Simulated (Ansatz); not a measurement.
**Rutile SnO2**

These are LDA (plane waves, PAW; Ansatz, an electronic-structure program) values and carry that method's errors.

Numerical settings: plane-wave cutoff 520 eV, 6×6×8 k mesh (along the axes of the cell as run), scalar-relativistic PAW data made under PBE.

Cell: measured lattice: a = b = 4.7374 Å, c = 3.1864 Å, α = β = γ = 90.00°.

```yaml
elastic constant C11: 243 GPa
elastic constant C12: 172 GPa
elastic constant C13: 151 GPa
elastic constant C33: 427 GPa
elastic constant C44: 93.1 GPa
elastic constant C66: 201 GPa
Voigt–Reuss–Hill bulk modulus: 202 GPa
Voigt–Reuss–Hill shear modulus (Hill average): 92.3 GPa
young_modulus: 240 GPa
poisson_ratio: 0.302
```

Measured, for comparison: elastic constant C11 262 GPa, elastic constant C12 177 GPa, elastic constant C13 156 GPa, elastic constant C33 450 GPa, elastic constant C44 103 GPa, elastic constant C66 207 GPa (temperature not stated, no zero-point or thermal correction; as tabulated in Oses et al. (2018), arXiv:1811.08464); Voigt–Reuss–Hill shear modulus 102 GPa (temperature not stated, no zero-point or thermal correction, Hill average of measured single-crystal constants; as tabulated in Oses et al. (2018), arXiv:1811.08464). Computed (rounded) less measured: elastic constant C11 -7 %, elastic constant C12 -3 %, elastic constant C13 -3 %, elastic constant C33 -5 %, elastic constant C44 -10 %, elastic constant C66 -3 %, Voigt–Reuss–Hill shear modulus -10 %.

Note: the cell isn't this level's own, so it is under some stress, which shifts stiffness and frequencies.

Elastic constants are with the ions relaxed.

Spin–orbit coupling is not included.
